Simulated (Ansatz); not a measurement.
# AsH⁺, quartet: reading a ladder of total energies

Geometry: a point of a stretch scan, not a stationary point.

```xyz
2

As    0.0000    0.0000    0.0000
H     0.0000    0.0000    4.4130
```

Basis cc-pVQZ; Ansatz 0.2.0. Correlated methods freeze the noble-gas cores and the filled d shells of p-block atoms, which leaves 5 electrons in 84 orbitals. Prefix R: restricted or restricted open-shell reference; prefix U: unrestricted. No spin–orbit coupling is included, and no scalar relativity.

Full CI isn't at hand for all of this; UCCSDT(Q) serves as the reference, and is uncertain by about the last step of the cluster series.

Runs differ by some tens of microhartree through their thresholds and, for an open shell, their frozen cores, so steps under 0.03 kcal/mol mean nothing.

```tsv
level	total energy (hartree)
UHF	-2234.393183
UMP2	-2234.451048
UCCSD	-2234.465396
UCCSD(T)	-2234.467311
UCCSDT	-2234.467738
UCCSDT(Q)	-2234.467774
```

Problem. What is the correlation energy at UCCSDT(Q), and what share of it do UMP2 and UCCSD recover?

Solution. E(corr) = -2234.467774 − (-2234.393183) = -0.074591 hartree = -2.030 eV. UMP2: -0.057865 / -0.074591 = 77.58 %. UCCSD: -0.072213 / -0.074591 = 96.81 %.

Problem. By how many kcal/mol does UCCSD(T) miss UCCSDT(Q) (1 hartree = 627.509 kcal/mol), and which steps make up the rest?

Solution. -2234.467311 − (-2234.467774) = 0.000463 hartree = 0.29 kcal/mol. Steps: UCCSDT − UCCSD(T) = -0.27, UCCSDT(Q) − UCCSDT = -0.02 kcal/mol. That is within 1 kcal/mol of the reference in this basis, which itself misses far more of the correlation at the basis-set limit.
